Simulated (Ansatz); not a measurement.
bcc Na was calculated with RPBE (PAW; Ansatz, an electronic-structure program).

Settings: plane-wave cutoff 520 eV, 18×18×18 k mesh, Fermi–Dirac smearing 0.05 eV, scalar-relativistic PAW data made under PBE.

A third-order Birch–Murnaghan fit to the energies gives V0 = 39.448 Å³/atom, B0 = 7.03 GPa, B′ = 3.7.

| V (Å³/atom) | P (GPa) |
|---|---|
| 37.075 | ? |
| 37.864 | 0.310 |
| 38.653 | ? |
| 39.442 | 0.001 |
| 40.231 | ? |
| 41.019 | -0.255 |
| 41.808 | -0.367 |

**Question.** Estimate the withheld pressures from this fit; the answers are the runs' own values.

**Answer.** 
- 37.075, P (GPa): 0.488
- 38.653, P (GPa): 0.148
- 40.231, P (GPa): -0.133

The formula P = (3/2) B0 (x^(7/3) − x^(5/3)) [1 + (3/4)(B′ − 4)(x^(2/3) − 1)] with x = V0/V meets the computed pressures within 0.01 GPa when these rounded values are put in.

Measured, for comparison: bulk modulus 7.9 GPa (0 K value with the zero-point phonon effect removed, our sources range from 7.63 to 7.91; as tabulated in Mejia-Rodriguez and Trickey (2018), arXiv:1807.09216); equilibrium volume per atom 37.42 Å³/atom (static lattice: zero-point anharmonic expansion removed; as tabulated in Mejia-Rodriguez and Trickey (2018), arXiv:1807.09216). Computed (rounded) less measured: bulk modulus -11 % (-8 % to -11 % over the range), equilibrium volume per atom +5.4 %.
